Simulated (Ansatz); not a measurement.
Problem. Name a neutral molecule of C, F, N and H with LUMO energy (PBE/def2-TZVPP) between 0.40 and 0.70 eV and HOMO energy (B3LYP/def2-TZVPP) between -7.70 and -7.40 eV (Ansatz, PBE0-D4/def2-TZVP geometry).

Solution. `NC1(F)CC1` (0.49 eV, -7.63 eV); `CCC(N)F` (0.45 eV, -7.55 eV). Other molecules can fit too; these were computed, each in one conformer that needn't be the lowest.

B3LYP here is the variant with VWN-RPA as its local correlation; programs differ in this.
